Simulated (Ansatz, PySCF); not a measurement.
Potential energy curve for NH, triplet.

UKS-PBE = Ansatz (a program for electronic structure) with unrestricted PBE/cc-pVTZ; UKS-CAM-B3LYP = unrestricted CAM-B3LYP/cc-pVTZ in PySCF 2.14.0; UCCSD(T) = CCSD(T) on UHF/cc-pVTZ, 1 core orbital frozen in PySCF.

Energies relative to the lowest point of each curve near equilibrium, in kJ/mol; the last columns give the difference from UCCSD(T):

```json
[
 {"R / Å": "0.83", "UKS-PBE": "136.8", "UKS-CAM-B3LYP": "127.9", "UCCSD(T)": "128.0", "UKS-PBE − UCCSD(T)": "8.8", "UKS-CAM-B3LYP − UCCSD(T)": "-0.1"},
 {"R / Å": "0.89", "UKS-PBE": "62.5", "UKS-CAM-B3LYP": "56.1", "UCCSD(T)": "56.0", "UKS-PBE − UCCSD(T)": "6.4", "UKS-CAM-B3LYP − UCCSD(T)": "0.0"},
 {"R / Å": "0.93", "UKS-PBE": "32.0", "UKS-CAM-B3LYP": "27.3", "UCCSD(T)": "27.3", "UKS-PBE − UCCSD(T)": "4.7", "UKS-CAM-B3LYP − UCCSD(T)": "0.0"},
 {"R / Å": "0.98", "UKS-PBE": "9.7", "UKS-CAM-B3LYP": "7.1", "UCCSD(T)": "7.1", "UKS-PBE − UCCSD(T)": "2.6", "UKS-CAM-B3LYP − UCCSD(T)": "0.0"},
 {"R / Å": "1.00", "UKS-PBE": "4.7", "UKS-CAM-B3LYP": "3.0", "UCCSD(T)": "3.0", "UKS-PBE − UCCSD(T)": "1.7", "UKS-CAM-B3LYP − UCCSD(T)": "0.0"},
 {"R / Å": "1.04", "UKS-PBE": "0.0", "UKS-CAM-B3LYP": "0.0", "UCCSD(T)": "0.0", "UKS-PBE − UCCSD(T)": "0.0", "UKS-CAM-B3LYP − UCCSD(T)": "0.0"},
 {"R / Å": "1.08", "UKS-PBE": "1.1", "UKS-CAM-B3LYP": "2.8", "UCCSD(T)": "2.7", "UKS-PBE − UCCSD(T)": "-1.6", "UKS-CAM-B3LYP − UCCSD(T)": "0.1"},
 {"R / Å": "1.09", "UKS-PBE": "2.1", "UKS-CAM-B3LYP": "4.3", "UCCSD(T)": "4.1", "UKS-PBE − UCCSD(T)": "-2.0", "UKS-CAM-B3LYP − UCCSD(T)": "0.1"},
 {"R / Å": "1.15", "UKS-PBE": "13.0", "UKS-CAM-B3LYP": "17.8", "UCCSD(T)": "17.3", "UKS-PBE − UCCSD(T)": "-4.2", "UKS-CAM-B3LYP − UCCSD(T)": "0.6"},
 {"R / Å": "1.20", "UKS-PBE": "27.0", "UKS-CAM-B3LYP": "34.0", "UCCSD(T)": "32.8", "UKS-PBE − UCCSD(T)": "-5.8", "UKS-CAM-B3LYP − UCCSD(T)": "1.2"},
 {"R / Å": "1.28", "UKS-PBE": "55.3", "UKS-CAM-B3LYP": "65.8", "UCCSD(T)": "63.0", "UKS-PBE − UCCSD(T)": "-7.7", "UKS-CAM-B3LYP − UCCSD(T)": "2.8"},
 {"R / Å": "1.42", "UKS-PBE": "112.7", "UKS-CAM-B3LYP": "129.2", "UCCSD(T)": "121.7", "UKS-PBE − UCCSD(T)": "-8.9", "UKS-CAM-B3LYP − UCCSD(T)": "7.5"},
 {"R / Å": "1.55", "UKS-PBE": "167.2", "UKS-CAM-B3LYP": "187.8", "UCCSD(T)": "174.5", "UKS-PBE − UCCSD(T)": "-7.3", "UKS-CAM-B3LYP − UCCSD(T)": "13.3"},
 {"R / Å": "1.73", "UKS-PBE": "235.4", "UKS-CAM-B3LYP": "254.3", "UCCSD(T)": "236.1", "UKS-PBE − UCCSD(T)": "-0.8", "UKS-CAM-B3LYP − UCCSD(T)": "18.2"},
 {"R / Å": "1.88", "UKS-PBE": "279.8", "UKS-CAM-B3LYP": "291.5", "UCCSD(T)": "274.2", "UKS-PBE − UCCSD(T)": "5.6", "UKS-CAM-B3LYP − UCCSD(T)": "17.3"},
 {"R / Å": "2.09", "UKS-PBE": "319.7", "UKS-CAM-B3LYP": "322.4", "UCCSD(T)": "306.5", "UKS-PBE − UCCSD(T)": "13.2", "UKS-CAM-B3LYP − UCCSD(T)": "15.9"},
 {"R / Å": "2.26", "UKS-PBE": "338.1", "UKS-CAM-B3LYP": "336.5", "UCCSD(T)": "319.1", "UKS-PBE − UCCSD(T)": "19.0", "UKS-CAM-B3LYP − UCCSD(T)": "17.4"},
 {"R / Å": "2.54", "UKS-PBE": "353.5", "UKS-CAM-B3LYP": "348.8", "UCCSD(T)": "327.1", "UKS-PBE − UCCSD(T)": "26.4", "UKS-CAM-B3LYP − UCCSD(T)": "21.7"},
 {"R / Å": "2.83", "UKS-PBE": "360.5", "UKS-CAM-B3LYP": "354.8", "UCCSD(T)": "329.6", "UKS-PBE − UCCSD(T)": "30.8", "UKS-CAM-B3LYP − UCCSD(T)": "25.2"},
 {"R / Å": "3.15", "UKS-PBE": "363.8", "UKS-CAM-B3LYP": "357.9", "UCCSD(T)": "330.5", "UKS-PBE − UCCSD(T)": "33.3", "UKS-CAM-B3LYP − UCCSD(T)": "27.4"},
 {"R / Å": "3.65", "UKS-PBE": "365.6", "UKS-CAM-B3LYP": "359.9", "UCCSD(T)": "331.0", "UKS-PBE − UCCSD(T)": "34.7", "UKS-CAM-B3LYP − UCCSD(T)": "28.9"},
 {"R / Å": "4.15", "UKS-PBE": "366.2", "UKS-CAM-B3LYP": "360.5", "UCCSD(T)": "331.1", "UKS-PBE − UCCSD(T)": "35.1", "UKS-CAM-B3LYP − UCCSD(T)": "29.4"}
]
```

UKS-PBE is furthest from UCCSD(T) at 4.15 (35.1 kJ/mol, above); its mean absolute difference over the points is 11.9 kJ/mol.

UKS-CAM-B3LYP is furthest from UCCSD(T) at 4.15 (29.4 kJ/mol, above); its mean absolute difference over the points is 10.3 kJ/mol.

The unrestricted determinant behind UKS-PBE, UKS-CAM-B3LYP is spin-contaminated at 1.73 to 4.15 Å (<S²> up to 3.0, against 2.00 for a pure triplet). The unrestricted determinant behind UCCSD(T) is spin-contaminated at 1.42 to 4.15 Å (<S²> up to 3.0, against 2.00 for a pure triplet).
